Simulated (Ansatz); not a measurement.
HgS (P3₂21, No. 154), treated with LDA+SOC in Ansatz (PAW).

Run with plane-wave cutoff 520 eV, 12×12×4 k mesh (along the axes of the cell as run), Fermi–Dirac smearing 0.01 eV, PAW data made under PBE.

Cell (measured lattice):

```
CELL_PARAMETERS angstrom
      2.07250    -3.58968     0.00000
      2.07250     3.58968     0.00000
      0.00000     0.00000     9.49600
ATOMIC_POSITIONS crystal
  Hg 0.71980 0.00000 0.66667
  Hg 0.00000 0.71980 0.33333
  Hg 0.28020 0.28020 0.00000
  S  0.48890 0.00000 0.16667
  S  0.00000 0.48890 0.83333
  S  0.51110 0.51110 0.50000
```

Problem. What does this level give for the band gap and smallest direct gap on the k points sampled?

Solution. 
* **band gap**: 1.26 eV (indirect)
* **smallest direct gap on the k points sampled**: 1.32 eV

Note: cell and atoms aren't relaxed at this level (pressure -2.4 GPa).

Static lattice: no zero-point or thermal effects.

Ansatz is a program for electronic structure.
